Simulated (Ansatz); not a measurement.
## Active spaces for C₄H₈, singlet

Computed with Ansatz's Gaussian-basis code (development build). Basis cc-pVDZ, nonrelativistic, 4 orbitals frozen in the corrections. State-specific CASSCF; RHF is the lowest restricted (open-shell) Hartree–Fock solution met. No symmetry is imposed, so a solution can break that of the shape. The lowest solution met needn't be the lowest there is, nor hold the orbitals that a chemist would pick.

Geometry:

```xyz
12

C     0.0000   -1.4588    0.0000
C     0.0000   -0.1196    0.0000
H     0.0000   -2.0284    0.9243
H     0.0000   -2.0284   -0.9243
C     0.0000    0.6788    1.2727
H     0.0000    0.0316    2.1530
H     0.8802    1.3296    1.3235
H    -0.8802    1.3296    1.3235
C     0.0000    0.6788   -1.2727
H     0.0000    0.0316   -2.1530
H    -0.8802    1.3296   -1.3235
H     0.8802    1.3296   -1.3235
```

Q: What do CASSCF and its corrections give against RHF in CAS(2,2), and what are the occupations?

A: CASSCF -0.725 eV, SC-NEVPT2 -15.360 eV; occupations 1.92, 0.08.

Q: How do single-reference totals in the same basis and frozen core stand against SC-NEVPT2 in CAS(2,2)?

A: CCSD(T) -1.953 eV. Coupled cluster stands on the determinant that it favours, which can lie over the RHF solution above, and is in doubt where the occupations are far from 0, 1 and 2.
